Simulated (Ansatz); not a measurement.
Geometry optimisation, RKS CAM-B3LYP-D4/def2-SVPD in Ansatz 0.2.0.

input.yaml

```yaml
crystal:
  periodic: [false, false, false]
  atoms:
    - { symbol: Al, position_ang: [0.0, 0.0, 0.0] }
    - { symbol: O, position_ang: [0.0, 0.0, 1.78] }
    - { symbol: H, position_ang: [-0.9095, -0.2814, 2.1171] }
    - { symbol: H, position_ang: [1.351, 0.0, -0.78] }
    - { symbol: H, position_ang: [-1.351, 0.0, -0.78] }
basis:
  gaussian: { orbitals: def2-SVPD }
hamiltonian:
  xc: cam_b3lyp
  dispersion: d4
relax:
  f_tol: 0.02
  max_steps: 40
```

Command:

```bash
$ ansatz run input.yaml --threads 1 --pin off --max-ram 2048MiB --backend cpu --events-out ev --progress --plain --runs-dir out
```

**Question.** Where does it end, and by what steps?

**Answer.** The run converged. After 6 steps the energy has fallen by 0.171 eV; H3 moved furthest, 0.18 Å.

```json
{"step": "0", "energy less start (eV)": "0.0000", "largest force component (eV/Å)": "2.074", "accepted": "yes"}
{"step": "1", "energy less start (eV)": "0.0558", "largest force component (eV/Å)": "3.238", "accepted": "no"}
{"step": "2", "energy less start (eV)": "-0.1341", "largest force component (eV/Å)": "0.862", "accepted": "yes"}
{"step": "3", "energy less start (eV)": "-0.1458", "largest force component (eV/Å)": "1.108", "accepted": "yes"}
{"step": "4", "energy less start (eV)": "-0.1688", "largest force component (eV/Å)": "0.217", "accepted": "yes"}
{"step": "5", "energy less start (eV)": "-0.1710", "largest force component (eV/Å)": "0.038", "accepted": "yes"}
{"step": "6", "energy less start (eV)": "-0.1711", "largest force component (eV/Å)": "0.006", "accepted": "yes"}
```

```xyz
5
Properties=species:S:1:pos:R:3
Al -0.032 -0.023 -0.039
O -0.055 -0.123 1.671
H -0.825 -0.174 2.240
H 1.393 0.048 -0.697
H -1.391 -0.009 -0.838
```

Whether the end is a true minimum wasn't checked by a vibrational analysis.

The run took 12 s on 1 thread of Arm Neoverse V2, with other jobs on the host, peak memory 0.13 GiB.
